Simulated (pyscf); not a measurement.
Thermochemistry of product channels of H₂N–SiH₂–F (SMILES N[SiH2]F) on the singlet surface, in kcal/mol, from ωB97M-D3(BJ)/def2-TZVP energies (ideal gas, 1 atm, RRHO with modes under 100 cm⁻¹ raised to 100, one conformer, R ln 2 for rigid chiral ones). Single points on ωB97X-D3(BJ)/def2-SVP structures (PySCF, gas phase).

```csv
products,ΔE,ΔH(298 K),ΔG(298 K),ΔG(1200 K)
H₂N–Si:–F (SMILES N[Si]F) [singlet] + H₂ (SMILES [H][H]),+34.3,+31.1,+22.5,-4.4
H₂N–SiH: (SMILES N[SiH]) [singlet] + HF (SMILES F),+73.6,+72.8,+63.0,+33.7
HN=SiH₂ (SMILES N=[SiH2]) + HF (SMILES F),+91.7,+88.5,+78.7,+49.0
```

The channel to H₂N–Si:–F [singlet] + H₂ turns favourable between 298 and 1200 K (ΔG from +22.5 kcal/mol to -4.4 kcal/mol).

These are energies of the channels, which say nothing of barriers.
